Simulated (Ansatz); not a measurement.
The first iterations of a band of CH7BO (10 atoms, charge 0, multiplicity 1).

Method: RKS r2SCAN/6-31G* in Ansatz.

```json
{"movable images": "7", "climbing image": "yes", "spring": "5.0 eV/Å²", "optimiser": "quadratic models (default)", "start path": "through a guess of the saddle point", "force threshold": "0.05 eV/Å", "iteration limit": "60", "end points": "relaxed"}
```

First end point:

```xyz
10
Properties=species:S:1:pos:R:3
B 0.144 -0.137 0.068
H 0.296 0.632 0.988
H 1.138 -0.414 -0.559
H -0.854 0.046 -0.601
O -0.183 -1.564 0.877
C -0.534 -2.658 0.000
H 0.347 -2.825 -0.619
H -0.755 -3.541 0.606
H -1.383 -2.378 -0.633
H -0.933 -1.369 1.463
```

Last end point:

```xyz
10
Properties=species:S:1:pos:R:3
B -0.003 -0.354 -1.015
H -0.012 -0.820 3.283
H 0.583 0.679 -0.847
H -0.629 -0.606 -2.016
O 0.066 -1.248 -0.011
C -0.588 -2.514 -0.085
H 0.170 -3.300 -0.002
H -1.279 -2.595 0.761
H -1.137 -2.624 -1.028
H 0.111 -0.826 2.550
```

| iteration | highest image above the first end (eV) | largest band force component (eV/Å) |
| --- | --- | --- |
| 1 | 2.896 | 9.553 |
| 2 | 1.837 | 5.092 |
| 3 | 1.305 | 1.768 |
| 4 | 0.822 | 3.349 |
| 5 | 0.448 | 1.883 |
| 6 | 0.324 | 0.854 |
| 7 | 0.724 | 0.786 |
| 8 | 1.081 | 0.662 |
| 9 | 1.436 | 2.803 |
| 10 | 1.146 | 0.647 |
| 11 | 1.082 | 4.525 |

Task: Does the band converge within its limit, and where does its top end?

Result: The run converged. It ended after 35 iterations with the highest image 1.015 eV above the first end. The profile has 2 maxima (images 1, 4) with wells between them (image 2): this band takes more than one step, which may be the mechanism or a detour left from its start path. Neighbouring images differ by up to 1.5 eV, so the band resolves the path poorly. A vibrational analysis at the climbing image gives one clearly imaginary mode, 1295i cm⁻¹: a first-order saddle point. The orbitals stay closed-shell, which can raise the energy where a bond breaks towards radicals; this wasn't checked here.

Run time: 11 min on 1 thread of Arm Neoverse V1 (shared host), peak memory 0.1 GiB.
